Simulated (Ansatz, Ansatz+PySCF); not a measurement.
```xyz
8

B     0.0092    0.0040    0.8812
B    -0.0043   -0.0089   -0.8822
H     0.9850    0.0054    0.0009
H    -0.9998   -0.0043   -0.0063
H     0.0015    1.0521    1.4766
H     0.0064   -1.0510    1.4590
H     0.0017    1.0545   -1.4573
H     0.0092   -1.0518   -1.4627
```

RHF-MP2 on singlet B₂H₆ was run in several spherical basis sets with Ansatz (development build ahead of 0.2.0). Frozen core: 2 orbitals.

(1) Rank the basis sets by the total energy that they give, lowest first, with the distance from the lowest.
A. cc-pVTZ
B. 6-31G(d)
C. def2-SVP
D. cc-pVDZ
E. def2-TZVP
F. STO-3G

Answers

(1) A (0.00 eV), E (0.39 eV), D (1.76 eV), C (2.77 eV), B (2.90 eV), F (23.02 eV).

Totals follow the description of the cores as much as that of the bonds, so this order isn't one of quality for chemistry.
